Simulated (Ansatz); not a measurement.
Structure optimisation: palladium, fcc

Computed with DFT, PBE, plane waves (420 eV) with PAW, scalar-relativistic in Ansatz.

k-point mesh 11×11×8, Fermi-Dirac smearing 0.05 eV, starting moments 0.50, -0.50 μB. Cell and atoms relax.

Starting structure:

```yaml
crystal:
  lattice:
    - [2.75050, 0.00000, 0.00000]
    - [0.00000, 2.75050, 0.00000]
    - [0.00000, 0.00000, 3.88980]
  atoms:
    - { symbol: Pd, position: [0.00000, 0.00000, 0.00000] }
    - { symbol: Pd, position: [0.50000, 0.50000, 0.50000] }
```

Problem. The pressure at the start is 7.8 GPa. By how much does the volume change?

Solution. From 14.71 to 15.34 Å³ per atom, 4.2 %. The final cell has a = 3.944 Å.

Problem. How much energy does the relaxation gain?

Solution. 14.4 meV per atom.

Path of the relaxation (the plane waves are chosen anew near the end, which can shift the energy a little):

```json
{"step": "0", "E − E(final) (meV/atom)": "14.41", "V (Å³/atom)": "14.714", "P (GPa)": "7.76", "max force (eV/Å)": "0.000"}
{"step": "1", "E − E(final) (meV/atom)": "6.89", "V (Å³/atom)": "15.787", "P (GPa)": "-4.47", "max force (eV/Å)": "0.000"}
{"step": "2", "E − E(final) (meV/atom)": "0.29", "V (Å³/atom)": "15.377", "P (GPa)": "-0.44", "max force (eV/Å)": "0.000"}
{"step": "3", "E − E(final) (meV/atom)": "0.21", "V (Å³/atom)": "15.334", "P (GPa)": "0.03", "max force (eV/Å)": "0.000"}
{"step": "4", "E − E(final) (meV/atom)": "0.21", "V (Å³/atom)": "15.336", "P (GPa)": "0.01", "max force (eV/Å)": "0.000"}
{"step": "5", "E − E(final) (meV/atom)": "0.00", "V (Å³/atom)": "15.336", "P (GPa)": "-0.02", "max force (eV/Å)": "0.000"}
```

Problem. Which magnetic state does it end in?

Solution. non-magnetic.
